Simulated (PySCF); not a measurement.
# Argon: highly charged ions in a basis for the neutral atom

Ar⁸⁺ [Ne], Ar⁹⁺ [He] 2s2 2p5. Computed with PySCF 2.14 in cc-pVDZ-DK (4s3p1d, 18 functions), with scalar relativity by spin-free X2C-1e. No spin-orbit coupling, so a gap to NIST mixes the basis error with missing relativistic terms.

Changed run: basis of the neutral atom used for a highly charged ion. This setting is unsound on purpose.

```json
{"species": "Ar⁸⁺", "method": "UHF", "sound run (hartree)": "not run", "changed run (hartree)": "-507.72023", "converged": "yes"}
{"species": "Ar⁸⁺", "method": "BP86", "sound run (hartree)": "not run", "changed run (hartree)": "-508.16089", "converged": "yes"}
{"species": "Ar⁸⁺", "method": "PBE0", "sound run (hartree)": "not run", "changed run (hartree)": "-507.96392", "converged": "yes"}
{"species": "Ar⁹⁺", "method": "UHF", "sound run (hartree)": "not run", "changed run (hartree)": "-492.12008", "converged": "yes"}
{"species": "Ar⁹⁺", "method": "BP86", "sound run (hartree)": "not run", "changed run (hartree)": "-492.51876", "converged": "yes"}
{"species": "Ar⁹⁺", "method": "PBE0", "sound run (hartree)": "not run", "changed run (hartree)": "-492.32354", "converged": "yes"}
```

Ionisation energy of Ar⁸⁺:

| method | changed run (eV) | NIST (eV) |
| --- | --- | --- |
| UHF | 424.50 | 422.6 ± 0.06 |
| BP86 | 425.64 | 422.6 ± 0.06 |
| PBE0 | 425.60 | 422.6 ± 0.06 |

The contracted functions were made for the neutral atom and can be too rigid for a highly charged ion.
